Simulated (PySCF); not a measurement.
Simulated outer-valence photoelectron spectrum of `o1c(F)cpc1`. Level of theory: EOM-IP-CCSD/aug-cc-pVDZ in PySCF, restricted Hartree–Fock reference, frozen core, non-relativistic, gas phase, PBE0-D3(BJ)/def2-SVP geometry.

Each root has a Gaussian of 0.6 eV full width with its one-hole share as area; cross sections and vibrations are left out, and the highest printed point is 100.

```tsv
ionisation energy (eV)	intensity
8.4	2
8.6	10
8.8	35
9.0	66
9.2	66
9.4	36
9.6	11
9.8	8
10.0	27
10.2	63
10.4	93
10.6	100
10.8	86
11.0	51
11.2	18
11.4	4
11.6	0
11.8	0
12.0	0
12.2	1
12.4	8
12.6	31
12.8	63
13.0	68
13.2	40
13.4	12
13.6	2
13.8	3
14.0	15
14.2	44
14.4	71
14.6	72
14.8	67
15.0	71
15.2	60
15.4	43
15.6	54
15.8	70
16.0	56
16.2	31
16.4	34
16.6	60
16.8	66
17.0	40
17.2	13
17.4	2
17.6	0
```

Q: Where are the maxima, and how many lines lie under the curve?

A: 7 maxima, at 9.1, 10.6, 12.9, 14.5, 15.0, 15.8 and 16.7 eV, from 8 lines. At this width some lines have no maximum of their own.

Q: List the lines with their holes.

A: 
```json
{"E (eV)": "9.10", "leading hole (HF orbital)": "HOMO", "area": "0.96", "Koopmans (eV)": "9.01"}
{"E (eV)": "10.36", "leading hole (HF orbital)": "HOMO-1", "area": "0.95", "Koopmans (eV)": "10.90"}
{"E (eV)": "10.78", "leading hole (HF orbital)": "HOMO-2", "area": "0.94", "Koopmans (eV)": "11.58"}
{"E (eV)": "12.93", "leading hole (HF orbital)": "HOMO-3", "area": "0.95", "Koopmans (eV)": "14.22"}
{"E (eV)": "14.45", "leading hole (HF orbital)": "HOMO-4", "area": "0.94", "Koopmans (eV)": "16.33"}
{"E (eV)": "15.05", "leading hole (HF orbital)": "HOMO-5", "area": "0.88", "Koopmans (eV)": "17.71"}
{"E (eV)": "15.82", "leading hole (HF orbital)": "HOMO-6", "area": "0.93", "Koopmans (eV)": "18.34"}
{"E (eV)": "16.73", "leading hole (HF orbital)": "HOMO-7", "area": "0.92", "Koopmans (eV)": "19.00"}
```

The widest gap, 2.15 eV, lies between 10.78 and 12.93 eV. Only orbitals with −ε under 21 eV, eight at most, were ionised, so the high end of the curve may lack lines.
